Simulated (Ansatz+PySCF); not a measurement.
**doublet C2H4F: levels of theory in one basis**

| atom | x (Å) | y (Å) | z (Å) |
| --- | --- | --- | --- |
| C | 0.1100 | 0.5134 | -0.0944 |
| C | -1.1948 | -0.1748 | 0.0188 |
| H | 0.2953 | 1.5246 | 0.2521 |
| H | -1.3506 | -0.5722 | 0.9799 |
| H | -2.0078 | 0.5238 | -0.1911 |
| H | -1.2598 | -1.0072 | -0.6891 |
| F | 1.2014 | -0.2832 | 0.0244 |

Basis set: cc-pVTZ (spherical functions). Frozen core: 3 orbitals. Correlation on ROHF uses semicanonical orbitals with singles. Charge 0, multiplicity 2.

Computed with Ansatz (development build ahead of 0.2.0) and PySCF 2.14.0; each method stands on the lowest determinant of its kind that the runs found.

```json
{"method": "ROHF", "E − E(ROHF) (eV)": "0.00", "<S²> of the determinant": "0.75"}
{"method": "UHF", "E − E(ROHF) (eV)": "-0.12", "<S²> of the determinant": "0.76"}
{"method": "ROHF-MP2", "E − E(ROHF) (eV)": "-15.64", "<S²> of the determinant": "–"}
{"method": "UHF-MP2", "E − E(ROHF) (eV)": "-15.62", "<S²> of the determinant": "0.76"}
```
